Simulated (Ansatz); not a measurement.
# C2H3NS: the cost of one run

All numbers below are computed with Ansatz 0.2.0 (RKS B3LYP/6-31G*).

**1. The starting structure**

Bond lengths: N1–C2 1.271 Å, C2–C3 1.274 Å, C2–S4 1.677 Å, C3–S4 1.637 Å, N1–H5 1.071 Å, N1–H6 1.039 Å, C3–H7 1.118 Å. Angles: N1–C2–C3 147.1°, N1–C2–S4 147.2°, C3–C2–S4 65.7°, C2–N1–H5 113.3°, C2–N1–H6 118.7°, H5–N1–H6 108.7°, C2–C3–S4 69.1°, C2–C3–H7 147.4°, S4–C3–H7 143.4°, C2–S4–C3 45.2°.

Structure file:

```xyz
7

N    -0.4112    1.0305   -0.4067
C    -0.0009   -0.1574   -0.2146
C     0.7497   -0.9338    0.4617
S    -0.0562   -1.7623   -0.6969
H    -1.3959    1.0764   -0.8260
H    -0.3496    1.7119    0.3755
H     1.5254   -1.0335    1.2613
```

**2. Relaxing end A**

File input.yaml:

```yaml
crystal:
  periodic: [false, false, false]
  atoms:
    - { symbol: "N", position_ang: [-0.4112, 1.0305, -0.4067] }
    - { symbol: C, position_ang: [-0.0009, -0.1574, -0.2146] }
    - { symbol: C, position_ang: [0.7497, -0.9338, 0.4617] }
    - { symbol: S, position_ang: [-0.0562, -1.7623, -0.6969] }
    - { symbol: H, position_ang: [-1.3959, 1.0764, -0.826] }
    - { symbol: H, position_ang: [-0.3496, 1.7119, 0.3755] }
    - { symbol: H, position_ang: [1.5254, -1.0335, 1.2613] }
basis:
  gaussian: { orbitals: "6-31G*" }
hamiltonian:
  xc: b3lyp
relax:
  f_tol: 0.015
  max_steps: 40
```

On the command line:

```console
$ ansatz run input.yaml --threads 1 --pin off --max-ram 2048MiB --backend cpu --events-out ev --progress --plain --runs-dir out
```

Q: Estimate wall time and peak memory on 1 thread of Arm Neoverse V1, shared host.

About 25 s, with a peak of 0.13 GiB.
